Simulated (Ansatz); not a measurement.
HfO₂ (P2₁/c, No. 14) was calculated with PBE0 (Ansatz, a first-principles code, plane waves, PAW).

Settings: plane-wave cutoff 500 eV, 4×4×4 k mesh, gaussian smearing 0.02 eV, scalar-relativistic PAW data made under PBE.

Cell (relaxed with r²SCAN):

```cif
data_Hf4O8
_chemical_formula_sum 'Hf4 O8'
_space_group_name_H-M_alt 'P 1'
_space_group_IT_number 1
_cell_length_a 5.11406
_cell_length_b 5.18152
_cell_length_c 5.29552
_cell_angle_alpha 90.000
_cell_angle_beta 99.468
_cell_angle_gamma 90.000
loop_
_space_group_symop_operation_xyz
  'x, y, z'
loop_
_atom_site_label
_atom_site_type_symbol
_atom_site_fract_x
_atom_site_fract_y
_atom_site_fract_z
_atom_site_occupancy
Hf1 Hf 0.27621 0.45815 0.70823 1
Hf2 Hf 0.72379 0.54185 0.29177 1
Hf3 Hf 0.72379 0.95815 0.79177 1
Hf4 Hf 0.27621 0.04185 0.20823 1
O1 O 0.44796 0.74234 0.97848 1
O2 O 0.55204 0.25766 0.02152 1
O3 O 0.55204 0.24234 0.52152 1
O4 O 0.44796 0.75766 0.47848 1
O5 O 0.07003 0.33371 0.34407 1
O6 O 0.92997 0.66629 0.65593 1
O7 O 0.92997 0.83371 0.15593 1
O8 O 0.07003 0.16629 0.84407 1
```

Q: Give the computed band gap.

A: 
- band gap = 6.45 eV (on the SCF k mesh)

Measured, for comparison: band gap 5.7 eV (temperature not stated, not corrected to a static lattice, our sources range from 5.70 to 5.84; as tabulated in Choudhary et al. (2018), arXiv:1804.01032).

Note: cell and atoms aren't relaxed at this level (largest force component 0.07 eV/Å).

Spin–orbit coupling is not included.

The computed numbers hold no vibrational or temperature effects.

Cost on a shared machine: around 10 core-minutes (rough).
